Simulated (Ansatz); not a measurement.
# CH4OSi (SMILES OC=[SiH2]): functionals against CCSD(T) at one geometry

One table from this session's results is given with a row withheld; the runs are named, their logs left out.

Computed with Ansatz 0.2.0, Gaussian basis. Level: single points in def2-TZVPP.

Correlated methods freeze the cores.

### The starting structure

SMILES `OC=[SiH2]`, 7 atoms, charge 0, spin multiplicity 1.

Atoms are counted from 1 here; the program's logs count them from 0.

Bond lengths: O1–C2 1.440 Å, O1–H4 0.961 Å, C2–Si3 1.739 Å, C2–H5 1.021 Å, Si3–H6 1.482 Å, Si3–H7 1.280 Å. Angles: C2–O1–H4 109.9°, O1–C2–Si3 120.0°, O1–C2–H5 114.4°, Si3–C2–H5 125.6°, C2–Si3–H6 117.8°, C2–Si3–H7 124.5°, H6–Si3–H7 117.7°.

Geometry (Å):

```
O    -1.0863   -0.9947   -0.6880
C    -0.3985    0.2067   -0.2911
Si    1.0128    0.1056    0.7202
H    -1.8887   -0.7692   -1.1654
H    -0.7845    1.0645   -0.6887
H     1.7673    1.3550    0.9794
H     1.4616   -0.9783    1.2334
```

The first run:

Input file run/in.yaml:

```yaml
crystal:
  periodic: [false, false, false]
  atoms:
    - {symbol: O, position_ang: [-1.086300, -0.994700, -0.688000]}
    - {symbol: C, position_ang: [-0.398500, 0.206700, -0.291100]}
    - {symbol: Si, position_ang: [1.012800, 0.105600, 0.720200]}
    - {symbol: H, position_ang: [-1.888700, -0.769200, -1.165400]}
    - {symbol: H, position_ang: [-0.784500, 1.064500, -0.688700]}
    - {symbol: H, position_ang: [1.767300, 1.355000, 0.979400]}
    - {symbol: H, position_ang: [1.461600, -0.978300, 1.233400]}
basis:
  gaussian: {orbitals: def2-TZVPP}
correlation: {method: ccsd_t}
output: {forces: true}
```

The command line of these runs was not kept.

Steps of the session up to this table: CCSD(T)/def2-TZVPP; PBE0-D4/def2-TZVPP; wB97M-V/def2-TZVPP; r2SCAN-D4/def2-TZVPP; PBE-D4/def2-TZVPP; BHLYP-D4/def2-TZVPP; B97M-V/def2-TZVPP.

One table of the session follows, with a row left open; its other results are not shown here.

```
   method  RMS force component (eV/Å)  angle to CCSD(T) forces (°)  dipole (D)
  CCSD(T)                       2.049                    reference        1.12
  PBE0-D4                       2.174                          5.1        1.12
  wB97M-V                       2.112                          5.9        1.02
r2SCAN-D4                       2.109                          3.1        1.22
   PBE-D4                       2.128                          4.8        1.24
 BHLYP-D4                           ?                            ?           ?
   B97M-V                       2.047                          4.6        1.19
```

Estimate the missing values for BHLYP-D4.

The run gave: RMS force component (eV/Å): 2.136; angle to CCSD(T) forces (°): 9.1; dipole (D): 1.04. In the column «RMS force component (eV/Å)» it lies between PBE-D4 (2.128) and PBE0-D4 (2.174).

Caveats from the session: CCSD(T) in triple zeta still lacks some correlation energy of the bonds, so part of these gaps is its own basis error and they don't rank the functionals.
